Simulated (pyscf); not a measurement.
# Routes from H₂B–Cl + HF

Candidate steps break at most two bonds and form at most two. Each was searched with GFN2-xTB (tblite) first. Structures and frequencies: ωB97X-D3(BJ)/def2-SVP in PySCF. Correlated levels are frozen-core, on RHF or UHF. ΔMP2 is the change of the MP2 total energy from the triple- to the quadruple-zeta basis. Energies: CCSD(T)/def2-TZVPP + ΔMP2(QZVPP), kcal/mol, from the separated reactants, singlet surface.

```json
[
 {"products": "H₂B–Cl + HF", "type": "four-centre exchange", "ΔE‡": "75.4", "ΔE": "0.0", "ΔG‡ 298 K": "80.7", "ΔG‡ 900 K": "97.0", "ν‡ (cm⁻¹)": "2676i"},
 {"products": "BH₃ + F–Cl", "type": "four-centre exchange", "ΔE‡": "121.0", "ΔE": "+97.0", "ΔG‡ 298 K": "127.2", "ΔG‡ 900 K": "145.8", "ν‡ (cm⁻¹)": "1485i"}
]
```

Row 2: On the product side the descent ends in an adduct with a B–Cl contact (not fully relaxed), 8.1 kcal/mol under the separated species and 36.1 kcal/mol under the saddle at ωB97X-D3(BJ)/def2-TZVP. 

Under all of these lies the exit to F–BH–Cl + H₂ (barrier +14.4 kcal/mol at ωB97M-D3(BJ)). Plain bond fissions and candidates not yet searched are not listed, and one of them may be faster. Each barrier is that of the saddle found; lower ones may exist. A restricted solution here is unstable towards spin polarisation, so biradical character is likely and single-reference numbers are less safe. The CCSD(T) − MP2 part came from Ansatz, without density fitting, on the same reference.
